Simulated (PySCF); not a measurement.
Reading a saddle point

A first-order saddle point of CH₈BN, singlet, PBE0-D4/def2-TZVP, with one imaginary mode of 1412i cm⁻¹:

| atom | x (Å) | y (Å) | z (Å) |
| --- | --- | --- | --- |
| B1 | -0.2875 | 0.1582 | -0.7085 |
| N2 | 1.2695 | 0.3509 | -0.5905 |
| H3 | -0.5993 | -0.7719 | -1.4004 |
| H4 | -0.8833 | 1.1912 | -0.8470 |
| H5 | 0.5023 | -0.0501 | 0.4394 |
| C6 | -0.6996 | -0.3802 | 0.9871 |
| H7 | 1.6265 | 1.2908 | -0.6343 |
| H8 | 1.8575 | -0.3019 | -1.0813 |
| H9 | -1.7472 | -0.4464 | 0.6924 |
| H10 | -0.6418 | 0.3329 | 1.8141 |
| H11 | -0.3970 | -1.3737 | 1.3292 |

PySCF 2.14 with density fitting (its default auxiliary sets; JK sets also for MP2 and CCSD(T)); basis: def2-TZVPP and def2-QZVPP; cores frozen in the correlated methods. Extrapolation: Hartree–Fock as exp(−7.88 √X), correlation as X^−2.97.

(1) Which contacts change along the imaginary mode, and what lies on either side? (A judgement: the text doesn't fix the answer.)

(2) Which side is lower, and how far does the saddle lie above each? (To be estimated.)

No T1 diagnostic of these runs exceeds 0.012.

Answers

(1) Computed: The step is BNH₄ ([BH2][NH2]) + CH₄ → CH₅B ([BH2][CH3]) + NH₃ (still joined by a long B–N bond), with the molecules in contact on both sides. Shortening one way: B1–C6, N2–H5; lengthening the same way: B1–N2, H5–C6.
```json
{"pair": "B1–C6", "one side (Å)": "3.63", "saddle (Å)": "1.83", "other side (Å)": "1.61"}
{"pair": "N2–H5", "one side (Å)": "3.36", "saddle (Å)": "1.35", "other side (Å)": "1.02"}
{"pair": "B1–N2", "one side (Å)": "1.39", "saddle (Å)": "1.57", "other side (Å)": "1.65"}
{"pair": "H5–C6", "one side (Å)": "1.09", "saddle (Å)": "1.36", "other side (Å)": "2.82"}
```

(2) Computed: The side with B1–N2, H5–C6 short is lower by 9.63 kcal/mol; the saddle lies 53.41 kcal/mol above it and 43.78 kcal/mol above the other (CCSD(T) at an estimated basis limit (MP2 extrapolated from triple and quadruple zeta, plus CCSD(T) − MP2 in triple zeta); electronic energies).

Labels in which every atom is bracketed show which atoms are joined, not bond orders.

For scale, one of the runs: CCSD(T)/def2-TZVPP, 205 basis functions, launched by `OMP_NUM_THREADS=4 python run.py`. Time: 3 min of wall clock on 4 CPU threads of an INTEL XEON PLATINUM 8581C; the host was shared. Peak host memory: 2.5 GiB.
